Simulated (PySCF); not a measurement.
Which level of theory gave which numbers?

Compound: C4H5NO.
Structure used (PBE0-D3(BJ)/def2-SVP), in Å, numbered top down from 1:
```
atom  x, y, z in Å
N1    -1.8724    1.7493    0.5233
C2    -1.4248    0.7707    0.0986
C3    -0.8439   -0.4637   -0.4115
C4     0.4246   -0.8510    0.3171
C5     1.7387   -0.4932   -0.2115
O6     1.2215   -1.8027   -0.3369
H7    -0.6311   -0.3523   -1.4865
H8    -1.5900   -1.2702   -0.3140
H9     0.3123   -0.9943    1.4010
H10    2.5882   -0.3784    0.4727
H11    1.8028    0.0856   -1.1422
```

The closed-shell ground state was solved 7 times with PySCF (density fitting, gas phase), always in the pcSseg-2 basis (286 functions), with these functionals: B3LYP, B97-2, CAM-B3LYP, HF, LC-wPBE, PBE and PBE0.

```json
{"row": "P", "total energy (Eh)": "-285.4625", "HOMO (eV)": "-8.32", "LUMO (eV)": "-0.12", "dipole (D)": "2.36"}
{"row": "Q", "total energy (Eh)": "-285.1190", "HOMO (eV)": "-6.93", "LUMO (eV)": "-0.76", "dipole (D)": "2.44"}
{"row": "R", "total energy (Eh)": "-285.2717", "HOMO (eV)": "-11.37", "LUMO (eV)": "2.09", "dipole (D)": "2.34"}
{"row": "S", "total energy (Eh)": "-285.1251", "HOMO (eV)": "-8.59", "LUMO (eV)": "0.18", "dipole (D)": "2.40"}
{"row": "T", "total energy (Eh)": "-283.7350", "HOMO (eV)": "-12.49", "LUMO (eV)": "2.40", "dipole (D)": "2.35"}
{"row": "U", "total energy (Eh)": "-285.3246", "HOMO (eV)": "-10.05", "LUMO (eV)": "0.94", "dipole (D)": "2.33"}
{"row": "V", "total energy (Eh)": "-285.3520", "HOMO (eV)": "-8.29", "LUMO (eV)": "0.17", "dipole (D)": "2.39"}
```

Problem. Which functional belongs to which row?

Solution. P = B3LYP, Q = PBE, R = LC-wPBE, S = PBE0, T = HF, U = CAM-B3LYP, V = B97-2. By rising HOMO–LUMO gap: PBE (GGA) 6.17 eV; B3LYP (global hybrid, 20 % exact exchange) 8.20 eV; B97-2 (global hybrid, 21 % exact exchange) 8.46 eV; PBE0 (global hybrid, 25 % exact exchange) 8.77 eV; CAM-B3LYP (range-separated hybrid) 10.99 eV; LC-wPBE (range-separated hybrid) 13.46 eV; HF (all exact exchange) 14.89 eV. Total energies of different functionals aren't bounds to one another; each is stationary for its own functional.

One conformer stands for the species.
